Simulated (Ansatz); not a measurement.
## [H···H···GeH3], doublet along the distance H1-H2

Starting geometry:

```yaml
atoms:
  - { symbol: H, position_ang: [-2.8225, 0.0000, 0.0000] }
  - { symbol: H, position_ang: [-2.0775, 0.0000, 0.0000] }
  - { symbol: Ge, position_ang: [0.0465, 0.0000, 0.0000] }
  - { symbol: H, position_ang: [0.5152, -1.4659, 0.0000] }
  - { symbol: H, position_ang: [0.5152, 0.7330, -1.2695] }
  - { symbol: H, position_ang: [0.5152, 0.7330, 1.2695] }
```

From there H2 is moved from one fragment to the other while all else, the fragments' distance too, stays fixed; atoms are numbered as listed. Energies are in kJ/mol, counted from the starting geometry at the same level.

Basis cc-pVTZ; Ansatz 0.2.0. Only valence electrons are correlated (noble-gas cores and the filled d shells of p-block atoms frozen). R marks a restricted (for open shells ROHF) determinant, U an unrestricted one. No spin–orbit coupling is included, and no scalar relativity.

Full CI isn't at hand for all of this; UCCSDT(Q) serves as the reference, and is uncertain by about the last step of the cluster series. The frozen core follows each run's orbitals, which can shift R against U totals by a few meV for light atoms and by up to 0.1 eV past Ca.

```csv
distance H1-H2 (Å),RMP2
0.745,0.0
0.830,10.5
1.000,47.1
1.169,64.7
1.339,63.1
```

Problem. Estimate the UCCSDT(Q) curve in cc-pVTZ from this one, knowing how RMP2 errs.

Solution. The computed UCCSDT(Q) values, in kJ/mol from the starting point, and the error of RMP2 against them:
```
distance H1-H2 (Å)  UCCSDT(Q)  RMP2 less UCCSDT(Q)
             0.745        0.0                  0.0
             0.830        8.5                  2.0
             1.000       43.5                  3.6
             1.169       61.3                  3.4
             1.339       67.0                 -3.9
```

The error spans 7.5 kJ/mol and is largest, -3.9 kJ/mol, at 1.339 Å.
